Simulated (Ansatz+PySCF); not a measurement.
The numbers below are computed, except where a source is named.
**Several solutions for singlet P₂ in separate pieces**

```yaml
atoms:
  - { symbol: P, position_ang: [0.0000, 0.0000, -2.8365] }
  - { symbol: P, position_ang: [0.0000, 0.0000, 2.8365] }
```

Basis set: cc-pVDZ (spherical functions). Charge 0, multiplicity 1.

RHF was run from several starts with Ansatz (development build ahead of 0.2.0) and PySCF 2.14.0.

```json
{"run": "A", "program": "PySCF", "start": "guess atom, instabilities followed", "converged": "yes", "energy (hartree)": "-681.07949", "<S²>": "0.00"}
{"run": "B", "program": "Ansatz", "start": "stability test followed", "converged": "yes", "energy (hartree)": "-681.07949", "<S²>": "0.00"}
{"run": "C", "program": "Ansatz", "start": "search for the lowest state", "converged": "yes", "energy (hartree)": "-681.07949", "<S²>": "0.00"}
{"run": "D", "program": "PySCF", "start": "guess minao, instabilities followed", "converged": "yes", "energy (hartree)": "-681.07949", "<S²>": "0.00"}
{"run": "E", "program": "PySCF", "start": "guess huckel, instabilities followed", "converged": "yes", "energy (hartree)": "-681.07949", "<S²>": "0.00"}
{"run": "F", "program": "Ansatz", "start": "atomic start, no search", "converged": "yes", "energy (hartree)": "-680.87618", "<S²>": "0.00"}
{"run": "G", "program": "PySCF", "start": "program defaults", "converged": "yes", "energy (hartree)": "-680.87618", "<S²>": "0.00"}
{"run": "H", "program": "PySCF", "start": "guess 1e, instabilities followed", "converged": "yes", "energy (hartree)": "-681.07949", "<S²>": "0.00"}
```

Task: Which runs reached the lowest solution of this kind, and what is wrong with the others?

Result: A, B, C, D, E, H reached the lowest solution found. Converged but too high: F by 5.53 eV, G by 5.53 eV. Convergence only shows a stationary point, and even a stable one can lie too high; stability tests and further starts are what find lower ones. Caution: an unrestricted determinant lies well below (9.21 eV lower). Caution: the determinant breaks the point group.
